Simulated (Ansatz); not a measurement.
Cost and result for the atomization energy of ethylene carbonate (`O=C1OCCO1`) (10 atoms, 10 bonds).

```xyz
10

O     1.9511    1.5020   -1.0576
C     1.0890    0.8382   -0.5902
O     0.4030    1.1433    0.5314
C    -0.4254    0.0474    0.8949
C    -0.5012   -0.7607   -0.3926
O     0.6519   -0.3311   -1.1033
H     0.0526   -0.5037    1.7091
H    -1.3898    0.4274    1.2290
H    -0.4411   -1.8369   -0.2365
H    -1.3902   -0.5259   -0.9841
```

The species carries charge 0 and has multiplicity 1. The structure was optimised at the PBE0-D4/def2-TZVP level. Program: Ansatz. All runs use 4 threads of an Arm Neoverse V1 on a shared host. Times are those of one run each, without the atoms' runs, and a repeat can differ threefold. Electronic energies, without spin–orbit coupling; frozen cores. CCSD(T)/CBS adds CCSD(T) − MP2 in def2-TZVPP to the MP2 limit, and its time is that of the two runs behind it. T1 = 0.014. HSE06 is the plane-wave form, built on full-range PBE exchange.

CCSD(T)/CBS is a level of theory with its own doubt, some kJ/mol a heavy atom from the limit and from the frozen cores, so smaller differences don't rank the functionals.

```
                             level  functions  wall time  atomization (kcal/mol)  difference from CCSD(T)/CBS  per bond
            LDA (SPW92)/def2-TZVPP        242      1.2 s                  1262.1                        205.3      20.5
              revPBE-D4/def2-TZVPP        242      1.9 s                  1068.7                         11.9       1.2
                BLYP-D4/def2-TZVPP        242      1.9 s                  1064.9                          8.1       0.8
               HSE06-D4/def2-TZVPP        242      2.7 s                  1070.2                         13.4       1.3
               BHLYP-D4/def2-TZVPP        242      2.7 s                  1005.0                        -51.8      -5.2
r2SCAN-D4/def2-TZVPP (with forces)        242      4.6 s                  1067.0                         10.2       1.0
                ωB97X-V/def2-TZVPP        242        7 s                  1063.3                          6.5       0.6
                  CCSD(T)/def2-SVP        104        7 s                  1006.2                        -50.6      -5.1
                 B97M-V/def2-TZVPP        242        9 s                  1059.5                          2.7       0.3
  ωB97M-V/def2-TZVPP (with forces)        242       10 s                  1063.4                          6.6       0.7
                    MP2/def2-QZVPP        462       23 s                  1081.5                         24.7       2.5
                CCSD(T)/def2-TZVPP        242    3.2 min                  1027.5                        -29.3      -2.9
                 CCSD(T)/CBS(def2)          –    3.5 min                  1056.8                          0.0       0.0
```

From BLYP to BHLYP (50 % exact exchange), in def2-TZVPP and without D4, the atomization energy moves by −54.6 kcal/mol: exact exchange takes away binding that semilocal exchange gives to molecules. Leaving LDA and LC-ωPBE aside and taking each functional with its dispersion term where it has one, the values, not all of them listed here, spread over 100.1 kcal/mol, from BHLYP-D4 to PBE-D4. LDA lies +161.4 kcal/mol from PBE without D4, its usual overbinding. The D4 term adds +7.0 kcal/mol with B3LYP and +3.6 kcal/mol with PBE0; it sums over pairs of atoms, weighted by their polarisabilities, and B3LYP, whose exchange is more repulsive, gets the larger term.

B3LYP here is the variant with VWN-RPA as its local correlation; programs differ in this.
